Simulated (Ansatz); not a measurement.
Cubic perovskite BaTiO₃ (cubic high-temperature phase), treated with r²SCAN+SOC (Ansatz, a program for electronic structure, PAW).

Settings: plane-wave cutoff 560 eV, 8×8×8 k mesh, Fermi–Dirac smearing 0.01 eV, PAW data made under PBE.

The cell has the measured lattice: a = b = c = 4.001 Å, α = β = γ = 90.00°.

Q: Estimate the band gap and smallest direct gap on the k points sampled that the calculation returns.

A: 
band gap: 2.14 eV (indirect)
smallest direct gap on the k points sampled: 2.22 eV

Measured, for comparison: band gap 3.2 eV (temperature not stated, no zero-point or thermal correction; as tabulated in Matsushita et al. (2011), arXiv:1104.2769). Computed (rounded) less measured: band gap -1.06 eV.

Note: held by symmetry at 0 K, a high-temperature phase can be a saddle point; cell and atoms aren't relaxed at this level (pressure -0.9 GPa).

Static lattice: no zero-point or thermal effects.

Computing time: very roughly 2.2 core-minutes.
